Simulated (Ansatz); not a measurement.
**How far each method lies from UCCSDT(Q) for Si–AsH2, quartet**

Geometry: a PBE0/def2-TZVP stationary point for this spin, not checked as a minimum. The doublet lies 1.3 eV lower here.

```xyz
4

Si    0.0386    0.0000    1.7775
As   -0.0412    0.0000   -0.6421
H     0.9933    1.0941   -0.9003
H     0.9933   -1.0941   -0.9003
```

Basis cc-pVDZ; Ansatz 0.2.0. Only valence electrons are correlated (noble-gas cores and the filled d shells of p-block atoms frozen), which leaves 11 electrons in 36 orbitals. Prefix R: restricted or restricted open-shell reference; prefix U: unrestricted. Active spaces: valence = (11e, 10o) chosen from the atoms' valence shells. No spin–orbit coupling is included, and no scalar relativity.

Full CI isn't at hand for all of this; UCCSDT(Q) serves as the reference, and is uncertain by the last step of the cluster series or more. The frozen core follows each run's orbitals, which can shift R against U totals by a few meV for light atoms and by up to 0.1 eV past Ca.

The UHF ⟨S²⟩ is 3.772, the T1 diagnostic (RCCSD) is 0.0420 and the largest doubles amplitude (RCCSD) is 0.063. The T1 diagnostic (UCCSD) is 0.0289.

```
   level  E − E(UHF) (eV)
    UMP2          -4.3164
   UCCSD          -5.3230
UCCSD(T)          -5.4946
```

**Question.** Estimate how far UCCSDT(Q) in cc-pVDZ lies from UCCSD(T). The table doesn't fix it; the size of (T) and the diagnostics are the guide.

**Answer.** UCCSDT(Q) in cc-pVDZ lies 1.03 kcal/mol below UCCSD(T), which is 26 % of the (T) step (-3.96 kcal/mol). T1 is raised, and the rest is a large part of (T). The miss exceeds 1 kcal/mol.

The other levels:

```
 level  E − E(UCCSDT(Q)) (kcal/mol)  wall time
UCCSDT                         0.25          –
```

Run but not shown, since their state, orbitals or frozen core can't be matched to the reference's or they repeat it: RHF, RMP2, CISD, RCCSD, RCCSD(T), BCCD(T), RCCSDT, RCCSDT(Q), CASSCF (valence space), NEVPT2 (valence space), MRCISD (valence space), MRCISD+Q (valence space), MRCISD+Q(relaxed) (valence space).

Natural occupations of CASSCF (valence space) about the gap: 1.973 1.967 1.964 1.003 1.000 1.000 0.038 0.037 0.027; effectively unpaired electrons, Σ n²(2−n)², 3.03.
